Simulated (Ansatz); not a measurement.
Process, species as SMILES: [SiH3] (SiH3) → SiH3+ (singlet, bonded as [SiH3]) + e-
B3LYP-D3(BJ)/def2-TZVP geometries, fixed; electronic energies without zero-point terms.
Largest species:
```xyz
4

Si    -0.0021     0.0010     0.0803
H      0.0008     1.4066    -0.3921
H      1.2360    -0.7020    -0.3341
H     -1.2075    -0.7183    -0.3975
```
Charge 0, spin multiplicity 2.

How fast the adiabatic ionisation energy converges with the basis for several methods (Ansatz, an electronic-structure program): deviation from each method's own reference, in eV. References: B3LYP 8.157 eV, the value in pcseg-4; CCSD(T) 8.086 eV, Hartree-Fock in cc-pV(Q+d)Z plus the correlation part extrapolated as X^-3 from cc-pV(T+d)Z and cc-pV(Q+d)Z; HF 7.573 eV, the value in aug-pcseg-3; MP2 7.994 eV, Hartree-Fock in aug-cc-pV(Q+d)Z plus the correlation part extrapolated as X^-3 from aug-cc-pV(T+d)Z and aug-cc-pV(Q+d)Z; PBE 8.205 eV, the value in pcseg-4; wB97M-V 7.955 eV, the value in pcseg-4. Cartesian d functions, on some or all atoms, in 6-31G**, 6-311G**; all else is spherical. In correlated methods cores are frozen. Open shells are unrestricted. No added dispersion term, no relativity. Functionals ending in -V hold VV10 correlation. 

| basis | functions | B3LYP | CCSD(T) | HF | MP2 | PBE | wB97M-V |
|---|---|---|---|---|---|---|---|
| 3-21G | 19 | 0.061 | -0.333 | [?] | -0.269 | 0.051 | 0.025 |
| pcseg-0 | 19 | 0.223 | -0.171 | [?] | -0.093 | 0.198 | 0.214 |
| def2-SVP | 33 | 0.008 | -0.165 | [?] | -0.131 | 0.000 | -0.004 |
| 6-31G** | 34 | -0.030 | -0.284 | [?] | -0.249 | -0.021 | -0.035 |
| 6-311G** | 45 | -0.005 | -0.232 | [?] | -0.197 | -0.006 | 0.014 |
| aug-pcseg-1 | 54 | 0.021 | -0.176 | [?] | -0.155 | 0.023 | 0.023 |
| def2-TZVP | 55 | 0.000 | -0.078 | [?] | -0.076 | -0.001 | 0.003 |
| 6-311++G(2d,2p) | 65 | -0.005 | -0.074 | [?] | -0.074 | -0.005 | -0.005 |
| def2-TZVPD | 70 | -0.003 | -0.063 | [?] | -0.067 | -0.001 | 0.003 |
| def2-TZVPP | 84 | 0.003 | -0.047 | [?] | -0.045 | 0.003 | -0.002 |
| def2-TZVPPD | 99 | -0.001 | -0.046 | [?] | -0.046 | 0.001 | -0.003 |
| 6-311++G(3df,3pd) | 101 | 0.000 | -0.053 | [?] | -0.050 | 0.001 | 0.005 |

### Question
What belongs in the gaps?

### Answer

- 3-21G, HF: 0.105
- pcseg-0, HF: 0.301
- def2-SVP, HF: 0.031
- 6-31G**, HF: -0.043
- 6-311G**, HF: -0.029
- aug-pcseg-1, HF: 0.000
- def2-TZVP, HF: 0.004
- 6-311++G(2d,2p), HF: -0.012
- def2-TZVPD, HF: 0.001
- def2-TZVPP, HF: 0.005
- def2-TZVPPD, HF: 0.001
- 6-311++G(3df,3pd), HF: 0.002

Mean absolute deviation over 6-311G**, def2-TZVP, 6-311++G(2d,2p), def2-TZVPD, def2-TZVPP, def2-TZVPPD, 6-311++G(3df,3pd): B3LYP 0.002, PBE 0.003, wB97M-V 0.005, HF 0.008, MP2 0.079, CCSD(T) 0.085 eV.
